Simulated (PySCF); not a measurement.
## Spin-rotation constants: `C=C[C@@H]1C[C@@H]1S`, C5H8S

Geometry (Å), atoms numbered from 1 in this order:
```xyz
14

C    -1.712   -0.168    0.898
C    -1.331    0.913    0.240
C    -0.145    1.040   -0.632
C     0.606   -0.153   -1.156
C     1.249    0.724   -0.133
S     1.481    0.121    1.549
H    -1.176   -1.101    0.853
H    -2.584   -0.159    1.529
H    -1.909    1.824    0.331
H    -0.192    1.901   -1.290
H     0.985   -0.123   -2.167
H     0.276   -1.131   -0.842
H     2.051    1.385   -0.434
H     2.400   -0.792    1.231
```

Computed with GIAO B3LYP/pcSseg-1 magnetisability, rotational g tensor and spin-rotation constants, non-relativistic, gas phase in PySCF 2.14.0. Geometry: GFN2-xTB.

Give the nuclear spin-rotation constants along the inertial axes (H = +C I·J) beside the isotropic shieldings.

Rotational constants 4.0232, 2.5239, 1.8606 GHz. A star marks the isotopologue with that one atom substituted, in its own axes.
```
atom  isotope  Caa (kHz)  Cbb (kHz)  Ccc (kHz)  mean (kHz)  σ (ppm)
  H7       1H     -0.217     -0.255      0.051      -0.141     26.6
  H8       1H     -0.190      0.072     -0.193      -0.103     26.3
  H9       1H     -0.153     -0.253      0.056      -0.117     25.5
 H10       1H     -0.372     -0.127     -0.097      -0.199     30.2
 H11       1H     -0.453      0.024     -0.192      -0.207     30.7
 H12       1H     -0.465     -0.235     -0.018      -0.239     31.4
 H13       1H     -0.254     -0.152     -0.108      -0.172     29.4
 H14       1H     -0.234     -0.276     -0.096      -0.202     30.3
  C1     13C*      1.117      0.820      0.597       0.845     58.3
  C2     13C*      1.247      0.838      0.658       0.914     43.2
  C3     13C*      0.759      0.252      0.327       0.446    159.9
  C4     13C*      0.595      0.312      0.344       0.417    161.4
  C5     13C*      0.811      0.266      0.321       0.466    156.3
  S6     33S*      0.781      0.640      0.420       0.614    567.1
```
For the geometry as given, no vibrational averaging.

How do the rotational constants and the g tensor change when H7, H8, H9, H10, H11, H12, H13, H14 are replaced by deuterium?

Constants 3.2726, 2.1860, 1.6286 GHz; g -0.0099, 0.0012, -0.0061, against -0.0095, 0.0001, -0.0071 before.
